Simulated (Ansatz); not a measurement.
A ladder of methods for [SiH3]+ (SMILES [SiH3+])

The species is [SiH3]+ (4 atoms), meant as a singlet with charge +1. SMILES: `[SiH3+]`. The shape is that of a PBE0-D4/def2-TZVP optimisation.

```xyz
4

Si    0.0000    0.0000    0.0000
H     0.6869    0.6754    1.1130
H    -0.1184   -1.4672   -0.0099
H    -0.5685    0.7917   -1.1031
```

Quantity: the energy change with the Si1–H3 bond stretched from 1.472 to 3.680 Å, in eV. The values are calculated.

| level | kind | program | value (eV) |
| --- | --- | --- | --- |
| BLYP/6-31G* (spherical functions) (restricted) | GGA | Ansatz | 4.49 |
| revPBE/6-31G* (spherical functions) (restricted) | GGA | Ansatz | 4.57 |
| B3LYP/6-31G* (spherical functions) (restricted) | global hybrid | Ansatz | 5.01 |
| PBE0/6-31G* (spherical functions) (restricted) | global hybrid | Ansatz | 5.20 |
| CAM-B3LYP/6-31G* (spherical functions) (restricted) | range-separated hybrid | Ansatz | 5.53 |
| HSE06/6-31G* (spherical functions) (restricted) | range-separated hybrid | Ansatz | 5.16 |
| BCCD(T)/6-31G* (spherical functions) (restricted) | coupled cluster or CI | Ansatz | 3.67 |
| CCSD(T)/6-31G* (spherical functions) (restricted) | coupled cluster or CI | Ansatz | 3.64 |
| FCI/3-21G | exact in the basis | Ansatz | 3.40 |

The first shape isn't each level's own minimum. The values span 3.40 to 5.53 eV. The coupled-cluster rows rest on a doubtful reference here (large T1 or Brueckner and Hartree–Fock orbitals at odds), and rows may lie in different states. High-level rows in very small sets aren't better than simpler rows in larger ones.
